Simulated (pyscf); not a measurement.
This saddle point was located with ωB97X-D3(BJ)/def2-SVP in PySCF.

```xyz
10

Ge    -2.1021     0.2565     0.0287
O     -0.0597     0.0813    -0.0837
B      0.8945    -0.3996    -0.9179
H     -2.1350    -0.4672    -1.3470
H     -2.8054    -0.6705     1.0220
H     -2.6703     1.6575    -0.2060
H      2.0541    -0.2889    -0.5955
H      0.5299    -0.9173    -1.9472
F     -1.0604     1.0274     1.6067
H     -0.1122     0.5935     0.8838
```

Surface: singlet, charge 0. Lowest wavenumbers (cm⁻¹): 531i, 98, 116, 188, 318.

Problem. Which two sides does it connect, and which bonds change?

Solution. H₂B–O–GeH₃ + hydrogen fluoride (HF) <-> F–GeH₃ + H₂B–OH, a four-centre exchange read from left to right: Ge–O, F–H broken and F–Ge, H–O formed. At ωB97M-D3(BJ)/def2-TZVP it lies +58.9 kJ/mol from the left side and +96.1 kJ/mol from the right (each side as separated species at their lowest minima found). On the reactant side the descent ends in a bound adduct, 35.1 kJ/mol under the separated species and 95.9 kJ/mol under the saddle at ωB97X-D3(BJ)/def2-TZVP. On the product side the descent ends in a complex, 22.3 kJ/mol under the separated species and 115.8 kJ/mol under the saddle at ωB97X-D3(BJ)/def2-TZVP. This is the saddle that the search found; another between the same sides may lie lower. Elements up to Kr have no core potential and no relativistic terms here.
